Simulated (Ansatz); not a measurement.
A made-up structure of SiH3O2 (charge +1), closed shell:

O1  (-1.256, -0.269, -0.923)
Si2  (0.211, 0.451, -0.302)
O3  (1.122, -0.018, 1.115)
H4  (-1.879, -1.090, -0.605)
H5  (0.803, 1.713, -1.147)
H6  (1.000, -0.787, 1.862)
(Å)

It is relaxed with PBE-D4/def2-SVP and then PBE0-D4/def2-TZVP (Ansatz 0.2.0). Atoms count as bonded within 1.22 times the sum of their covalent radii (H–H: 0.88 Å). The end point is not checked to be a true minimum.

(1) Does its bonding change? (Judge from chemistry; the calculation decides.)

## Answers

(1) Computed: No: no bond forms or breaks.

Where it ends: The first stage lowers the energy by 1.31 eV in 8 steps. It ends as SiH₃O₂ ([OH][SiH][OH]), total charge +1:
O1  (-1.121, -0.240, -0.824)
Si2  (0.189, 0.403, -0.270)
O3  (1.001, -0.016, 0.995)
H4  (-1.678, -0.973, -0.541)
H5  (0.717, 1.529, -1.024)
H6  (0.893, -0.703, 1.663)
(Å)

Labels in which every atom is bracketed show which atoms are joined, not bond orders.

For scale, one of the runs: PBE0-D4/def2-TZVP relaxation, 117 basis functions, launched by `ansatz run in.yaml --threads 2 --pin off --events-out ev --progress --plain --max-ram 4352MiB`. Hardware: 2 CPU threads of an Arm Neoverse V2, shared host. Wall time about 8.5 s.
